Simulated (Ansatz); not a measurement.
Species: C2Cl3, net charge 0, doublet state. It need not be the lowest isomer of its formula. 
Structure (B3LYP-D3(BJ)/def2-TZVP (Ansatz, an electronic-structure program) minimum search):
```
C
C 1 1.3083
Cl 2 1.6518 1 137.45
Cl 1 1.7281 2 121.28 3 -180.00
Cl 1 1.7398 2 123.03 3 0.00
```
Charge 0, spin multiplicity 2.

Computed values are from Ansatz. Cores are frozen in the correlated levels unless marked. Open shells are spin-unrestricted. Spin-orbit coupling is left out. No relativistic terms. CBS marks a two-point X^-3 extrapolation of the correlation energy; Hartree-Fock from the larger set. The bracket is a focal-point correction in the basis named.

- atomisation energy De: 376.3 kcal/mol at RI-MP2/CBS(cc-pV(T+d)Z,cc-pV(Q+d)Z)+[CCSD(T)-MP2]/cc-pV(T+d)Z
- total energy: -1455.3016 Eh at RI-MP2/CBS(cc-pV(T+d)Z,cc-pV(Q+d)Z)+[CCSD(T)-MP2]/cc-pV(T+d)Z
- dipole moment: 0.92 D at wB97M-V/def2-TZVPD
- T1 diagnostic: 0.031 at CCSD/cc-pV(T+d)Z

The UHF reference is spin-contaminated (<S^2> 0.25 over the pure value in the largest basis).
